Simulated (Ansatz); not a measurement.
Solid chlorine was calculated with G0W0@HSE06 in Ansatz (plane waves, hard PAW, contour deformation).

The same calculation (at the measured cell, 29.311 Å³/atom) with different numerical settings; throughout: k mesh 2×2×2:

| run | response cutoff (eV) | empty bands | quasiparticle gap on the mesh (eV) | quasiparticle gap at Γ (eV) | rough time |
|---|---|---|---|---|---|
| 1 | 100 | 489 | 6.510 | 6.554 | 10 core-min |
| 2 | 150 | 899 | 6.559 | 6.604 | 30 core-min |
| 3 | 200 | 1383 | 6.577 | 6.622 | 80 core-min |
| 4 | 250 | 1933 | 6.587 | 6.632 | 3 core-h |

In the column quasiparticle gap at Γ (eV) the first row differs from the last by -0.078 and the next to last by -0.010.

The last row is no converged limit: other settings stay fixed.

Note: GW on a hybrid start was not checked against another program.

Ansatz is a program for electronic structure.
